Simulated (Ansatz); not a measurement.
B(H2S)H3 (BH5S). Charge 0, multiplicity 1. Geometry B3LYP-D4/def2-TZVP.

```xyz
7

B    -0.3720    0.4201   -0.6855
S     0.8957   -0.6030    0.5260
H     0.8862    0.1175    1.6634
H     0.1129   -1.5635    1.0529
H     0.3157    1.3709   -0.9468
H    -1.3516    0.6322   -0.0293
H    -0.4868   -0.3742   -1.5807
```

LC-ωPBE has ω = 0.4 bohr⁻¹.

(1) Estimate the orbital energies around the gap (eV) in Ansatz with PBE-D4/def2-TZVP, r2SCAN-D4/def2-TZVP, PBE0-D4/def2-TZVP, LC-ωPBE/def2-TZVP, ωB97M-V/def2-TZVP.

## Answers

(1) 
| orbital | PBE-D4/def2-TZVP | r2SCAN-D4/def2-TZVP | PBE0-D4/def2-TZVP | LC-ωPBE/def2-TZVP | ωB97M-V/def2-TZVP |
| --- | --- | --- | --- | --- | --- |
| HOMO−5 | -12.55 | -13.14 | -14.39 | -17.78 | -16.98 |
| HOMO−4 | -12.29 | -12.74 | -13.80 | -16.77 | -16.13 |
| HOMO−3 | -10.06 | -10.45 | -11.54 | -14.51 | -13.92 |
| HOMO−2 | -7.97 | -8.27 | -9.25 | -12.04 | -11.50 |
| HOMO−1 | -7.29 | -7.61 | -8.65 | -11.52 | -11.00 |
| HOMO | -7.06 | -7.37 | -8.41 | -11.24 | -10.72 |
| LUMO | -1.36 | -1.05 | -0.34 | 2.02 | 1.62 |
| LUMO+1 | -0.94 | -0.39 | -0.04 | 2.18 | 1.65 |
| LUMO+2 | 0.17 | 0.66 | 1.13 | 3.29 | 2.84 |
| LUMO+3 | 2.12 | 2.84 | 2.91 | 4.82 | 4.12 |
| LUMO+4 | 2.41 | 3.31 | 3.08 | 4.87 | 4.18 |
| LUMO+5 | 2.52 | 3.39 | 3.19 | 5.04 | 4.45 |
